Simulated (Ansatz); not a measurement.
Results of r²SCAN0 (plane waves, PAW; Ansatz, an electronic-structure program) for diamond.

Run with plane-wave cutoff 600 eV, 12×12×12 k mesh, scalar-relativistic PAW data made under PBE.

Cell (relaxed at this level):

```yaml
crystal:
  lattice:
    - [0.00000, 1.76987, 1.76987]
    - [1.76987, 0.00000, 1.76987]
    - [1.76987, 1.76987, 0.00000]
  atoms:
    - { symbol: C, position: [0.50000, 0.50000, 0.50000] }
    - { symbol: C, position: [0.75000, 0.75000, 0.75000] }
```

Question: What does this level give for the elastic constant C44, Young modulus, Voigt–Reuss–Hill bulk modulus, elastic constant C12, Voigt–Reuss–Hill shear modulus (Hill average) and elastic constant C11?

Answer: 
elastic constant C44: 626 GPa
Young modulus: 1243 GPa
Voigt–Reuss–Hill bulk modulus: 479 GPa
elastic constant C12: 132 GPa
Voigt–Reuss–Hill shear modulus (Hill average): 582 GPa
elastic constant C11: 1174 GPa

Measured, for comparison: elastic constant C44 579 GPa, elastic constant C12 125 GPa, elastic constant C11 1081 GPa (low temperature, zero-point motion not removed; as tabulated in Tanner et al. (2021), arXiv:2110.11888). Computed (rounded) less measured: elastic constant C44 +8 %, elastic constant C12 +6 %, elastic constant C11 +9 %.

Elastic constants are with the ions relaxed.

The computed numbers hold no vibrational or temperature effects.
